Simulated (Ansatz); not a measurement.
A made-up structure of BH3SO, singlet:

O1  (-1.104, -0.090, -1.002)
B2  (0.055, 0.170, -0.358)
S3  (0.337, -0.393, 1.342)
H4  (-0.245, -1.041, 2.386)
H5  (0.894, 0.784, -0.942)
H6  (1.572, 0.117, 1.455)
(Å)

It is relaxed with PBE-D4/def2-SVP and then PBE0-D4/def2-TZVP (Ansatz 0.2.0). Atoms count as bonded within 1.22 times the sum of their covalent radii (H–H: 0.88 Å). The end point is not checked to be a true minimum.

Q: Does its bonding change? (A judgement: the text doesn't fix the answer.)

A: The calculation gives: Yes. Formed: none; broken: B2–S3.

Where it ends: The first stage lowers the energy by 2.29 eV in 27 steps. It ends as a complex of BHO ([BH][O]) + H₂S:
O1  (-1.309, 0.330, -0.486)
B2  (-0.201, 0.389, -0.945)
S3  (1.197, -0.912, 1.760)
H4  (-0.137, -1.026, 1.659)
H5  (0.856, 0.470, -1.445)
H6  (1.101, 0.294, 2.339)
(Å)

Labels in which every atom is bracketed show which atoms are joined, not bond orders.

For scale, one of the runs: PBE0-D4/def2-TZVP relaxation, 117 basis functions, launched by `ansatz run in.yaml --threads 2 --pin off --events-out ev --progress --plain --max-ram 4352MiB`. The run took about 31 s on 2 CPU threads of an Arm Neoverse V1 (shared host).
